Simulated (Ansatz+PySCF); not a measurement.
Values are calculated unless marked as measured or tabulated.
## Ansatz (development build ahead of 0.2.0) run

```yaml
crystal:
  periodic: [false, false, false]
  atoms:
    - { symbol: C, position_ang: [0.0, 0.52485, -0.35232] }
    - { symbol: H, position_ang: [0.0, 1.61271, 0.21268] }
    - { symbol: O, position_ang: [0.0, -0.59523, 0.23766] }
basis:
  gaussian: { orbitals: def2-SVP }
magnetization:
  spin_polarized: true
  initial_magnetization: 1
hamiltonian:
  xc: hf
correlation:
  method: mp2
  frozen_orbitals: { C: 1, H: 0, O: 1 }
scf:
  omitted_lower_state_checks: [starts, atomic_configurations, cluster_reference, orbital_swaps, given_window_search, neighbouring_geometries, increment]
```

The input is written out in the form of the current development build from the run's settings.

Results

| Item | Value |
| --- | --- |
| Converged | yes |
| Reference energy | -113.13147 hartree |
| Correlation energy | -0.29342 hartree |
| Total energy | -113.42489 hartree |
| Spin squared of the determinant | 0.911 |
| Stability test | minimum |

Caution: the unrestricted determinant is spin contaminated.
